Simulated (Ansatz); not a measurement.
I need a composite energy at a relaxed geometry of H4OSi2, SMILES [SiH]O[SiH3]. Use Ansatz 0.2.0 through its Python package. Use (for the species named): PBE0, def2-SVP basis, multiplicity 1.

```xyz
7

Si   -1.7388   -1.3100   -0.0748
O    -0.1836   -0.9225    0.1152
Si    0.7905    0.3907    0.2611
H    -2.2072   -0.5792   -1.3147
H     0.7703    1.2125   -0.9703
H     0.3898    1.2165    1.4381
H     2.2402   -0.0761    0.4996
```

The script, `composite_h4osi2.py`:
```python
"""A composite energy for H4OSi2: DFT geometry, MP2 basis limit, coupled-cluster correction."""

import itertools

import ansatz as az
from ase.data import atomic_numbers, covalent_radii
import numpy as np

BASIS = "def2-SVP"
XC = "pbe0"

molecule = (
    az.Crystal.molecule()
    .atom("Si", [-1.7388, -1.31, -0.0748])
    .atom("O", [-0.1836, -0.9225, 0.1152])
    .atom("Si", [0.7905, 0.3907, 0.2611])
    .atom("H", [-2.2072, -0.5792, -1.3147])
    .atom("H", [0.7703, 1.2125, -0.9703])
    .atom("H", [0.3898, 1.2165, 1.4381])
    .atom("H", [2.2402, -0.0761, 0.4996])
)

calc = molecule.calculation().basis(gaussian=BASIS).functional(XC)
symbols = [site.symbol for site in molecule.cartesian_sites]
start = np.array([site.position_ang for site in molecule.cartesian_sites], dtype=float)
r = calc.relax(force_tolerance=0.01, max_steps=100).run().report
end = np.array(r["positions_ang"])
# pairs closer than 1.2 times the sum of covalent radii, before or after
radius = [covalent_radii[atomic_numbers[s]] for s in symbols]
span = lambda where, i, j: np.linalg.norm(where[i] - where[j])
bonded = [(i, j) for i, j in itertools.combinations(range(len(symbols)), 2) if min(span(start, i, j), span(end, i, j)) < 1.2 * (radius[i] + radius[j])]
print("pair        before    after (A)")
for i, j in bonded:
    print(f"{symbols[i]}{i}-{symbols[j]}{j}".ljust(10), f"{span(start, i, j):8.4f} {span(end, i, j):8.4f}")

minimum = az.Crystal.molecule()
for symbol, place in zip(symbols, end):
    minimum = minimum.atom(symbol, place.tolist())
at_minimum = minimum.calculation()
# MP2 extrapolated to the basis limit, plus the small-basis difference CCSD(T) - MP2
level = lambda method, basis: at_minimum.basis(gaussian=basis).correlation(method).run().report
small, large, cluster = level("mp2", "cc-pVDZ"), level("mp2", "cc-pVTZ"), level("ccsd_t", "cc-pVDZ")
corr = lambda each: (each["free_energy_ev"] - each["reference_energy_ev"]) / 27.211386246
mp2_limit = (27 * corr(large) - 8 * corr(small)) / 19
pieces = {"HF / cc-pVTZ": large["reference_energy_ev"] / 27.211386246, "MP2 correlation, DZ-TZ limit": mp2_limit, "CCSD(T) - MP2 / cc-pVDZ": corr(cluster) - corr(small)}
for name, value in pieces.items():
    print(f"{name:32s} {value:14.6f} Ha")
print(f"{'sum':32s} {sum(pieces.values()):14.6f} Ha")
print("T1 diagnostic", round(cluster["correlation"]["coupled_cluster"]["t1_diagnostic"], 4))
```

```console
$ python composite_h4osi2.py
pair        before    after (A)
Si0-O1       1.6140   1.6672
Si0-H3       1.5135   1.5572
O1-Si2       1.6415   1.6733
Si2-H4       1.4806   1.4945
Si2-H5       1.4926   1.4906
Si2-H6       1.5416   1.4905
HF / cc-pVTZ                        -655.144575 Ha
MP2 correlation, DZ-TZ limit          -0.504566 Ha
CCSD(T) - MP2 / cc-pVDZ               -0.053030 Ha
sum                                 -655.702171 Ha
T1 diagnostic 0.0159
```

Notes:
- These settings explore the input space; basis and method may be short of convergence.
- The sum leaves out core correlation, relativity, the Hartree-Fock basis error and zero-point energy; a DZ-TZ extrapolation is rough.
- Inner cores stay frozen, so this is valence correlation.
- For Al to Cl the sets with a tight d function, cc-pV(X+d)Z, are usual.
- An extrapolation from small basis sets is rough.
- Wall time of the script: 30 s on 1 thread of Arm Neoverse V2, on a shared host, peak memory 0.33 GiB.
